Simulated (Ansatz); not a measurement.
# Heat of formation of Cl2 (chlorine) from total energies

The species is Cl2 (2 atoms), meant as a singlet with charge 0. As SMILES, `ClCl`. Geometry: relaxed at PBE0-D4/def2-TZVP.

```xyz
2

Cl    0.8457   -0.2816    0.4336
Cl   -0.8457    0.2816   -0.4336
```

Total energies at PBE0/aug-cc-pVTZ (Ansatz 0.2.0); the atoms run unrestricted:

| species | state | energy (Eh) |
| --- | --- | --- |
| Cl2 | singlet | -920.104143 |
| Cl | doublet | -460.005754 |

Harmonic wavenumbers at PBE0-D4/def2-TZVP, in cm⁻¹: 575.

Measured heats of formation of the gaseous atoms at 298.15 K, in kJ/mol: Cl 121.3. Spin-orbit lowering of the atoms at 298 K (mean of the ground term's levels less their thermal mean, from spectra), in kJ/mol: Cl 3.44. Take 1 Eh = 2625.50 kJ/mol, 1 cm⁻¹ = 0.0119627 kJ/mol, RT = 2.479 kJ/mol.

What heat of formation follows?


1. Electronic atomisation energy: 2 × (-460.005754) − (-920.104143) = 0.092635 Eh = 243.2 kJ/mol.
2. Zero-point energy: half the sum of the wavenumbers, 287.5 cm⁻¹ = 3.4 kJ/mol.
3. Thermal vibrational enthalpy, Σ hcν̃/(exp(hcν̃/kT) − 1): 0.5 kJ/mol. Translation, rotation and pV of a linear molecule: 3.5 RT = 8.7 kJ/mol.
4. The 2 free atoms carry 5/2 RT each: 12.4 kJ/mol.
5. Spin-orbit coupling lowers the free atoms by 2 × 3.44 = 6.9 kJ/mol.
6. Atomisation enthalpy at 298 K: 243.2 − 6.9 − 3.4 − 0.5 − 8.7 + 12.4 = 236.1 kJ/mol.
7. Sum of the atoms' heats of formation: 242.6 kJ/mol. Heat of formation: 242.6 − 236.1 = +6.5 kJ/mol.

The tabulated value is 0.0 kJ/mol (Active Thermochemical Tables), so this level is off by +6.5 kJ/mol, or 2.7 % of the atomisation enthalpy that the table implies (242.6 kJ/mol). Anharmonicity and any spin-orbit splitting of the molecule are left out.
